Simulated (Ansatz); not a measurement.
Process, species as SMILES: F[O] (O-F) → F atom + O atom
B3LYP-D3(BJ)/def2-TZVP geometries, fixed; electronic energies without zero-point terms.

Effect of a fitting basis named in the input at PBE/aug-cc-pVTZ with Ansatz (an electronic-structure program), against the last row, where the atomisation energy is 71.87 kcal/mol. Open shells are unrestricted. The default fits or decomposes integrals by the program's own choice; accuracy: high also tightens integrals, grids and stops.

```json
[
 {"setting": "fitting: def2-SV(P)-JKFIT", "largest shift of a total energy (mEh)": "-0.047", "shift of the atomisation energy (kcal/mol)": "0.008"},
 {"setting": "fitting: def2-universal-JKFIT", "largest shift of a total energy (mEh)": "-0.047", "shift of the atomisation energy (kcal/mol)": "0.008"},
 {"setting": "fitting: cc-pVTZ-JKFIT", "largest shift of a total energy (mEh)": "-0.031", "shift of the atomisation energy (kcal/mol)": "-0.003"},
 {"setting": "fitting: cc-pVQZ-JKFIT", "largest shift of a total energy (mEh)": "-0.023", "shift of the atomisation energy (kcal/mol)": "-0.009"},
 {"setting": "fitting: cc-pV5Z-JKFIT", "largest shift of a total energy (mEh)": "-0.023", "shift of the atomisation energy (kcal/mol)": "-0.010"},
 {"setting": "fitting: def2-universal-JFIT", "largest shift of a total energy (mEh)": "-0.065", "shift of the atomisation energy (kcal/mol)": "0.026"},
 {"setting": "accuracy: high", "largest shift of a total energy (mEh)": "0.001", "shift of the atomisation energy (kcal/mol)": "0.000"},
 {"setting": "accuracy: medium (default)", "largest shift of a total energy (mEh)": "0.000", "shift of the atomisation energy (kcal/mol)": "0.000"}
]
```

Within 0.02 kcal/mol in the atomisation energy: fitting: def2-SV(P)-JKFIT; fitting: def2-universal-JKFIT; fitting: cc-pVTZ-JKFIT; fitting: cc-pVQZ-JKFIT; fitting: cc-pV5Z-JKFIT; accuracy: high. The largest shift is 0.065 mEh in a total energy and 0.026 kcal/mol in the difference.
